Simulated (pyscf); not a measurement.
Structures and frequencies: ωB97X-D3(BJ)/def2-SVP in PySCF. Correlated levels are frozen-core, on RHF or UHF. ΔMP2 is the change of the MP2 total energy from the triple- to the quadruple-zeta basis.

Question: What is the homolytic dissociation enthalpy (298 K, CCSD(T)/def2-TZVPP + ΔMP2(QZVPP)) of the In–O bond of HO–In=PH, to OH• + [HP=In]•?

Answer: In–O to OH• + [HP=In]•: 74.5 kcal/mol. The radicals are drawn with the spin at the cut bond; how far it spreads was not checked. The CCSD(T) − MP2 part came from Ansatz, without density fitting, on the same reference. The frozen core leaves the outer d or s,p core shells of the metals and heavy elements correlated in the MP2 and CC values, and def2-TZVPP describes them poorly, which can shift differences by a few kcal/mol. Left out: the spin-orbit lowering of OH. Elements past Kr carry the def2 core potentials, without spin-orbit coupling.
